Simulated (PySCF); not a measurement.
Computed IR spectrum (relative IR intensity) of a molecule C₄H₈. The structure is a stationary point at PBE-D3(BJ)/def2-SVP. One conformer was computed; it need not be the lowest. These are PBE-D3(BJ)/def2-SVP in PySCF values and carry that method's errors. Frequencies are harmonic and unscaled.

Lines under 2 % of the strongest are left out, and lines within 2 cm⁻¹ are merged.

ν (cm⁻¹): 209 (vw), 425 (vw), 430 (m), 871 (vs), 1033 (w), 1050 (vw), 1254 (w), 1337 (vw), 1348 (m), 1367 (vw), 1400 (w), 1409 (s), 1420 (m), 1683 (s), 2950 (s), 2955 (vs), 3019 (vs), 3069 (w), 3072 (vs), 3165 (m) (against the strongest line: vs over 80 %, s over 45 %, m over 15 %, w over 4 %, vw less)

Q: Which structure fits?
(A) C/C=C\C
(B) C1CCC1
(C) C=C(C)C
(D) C=CCC

A: C, C=C(C)C
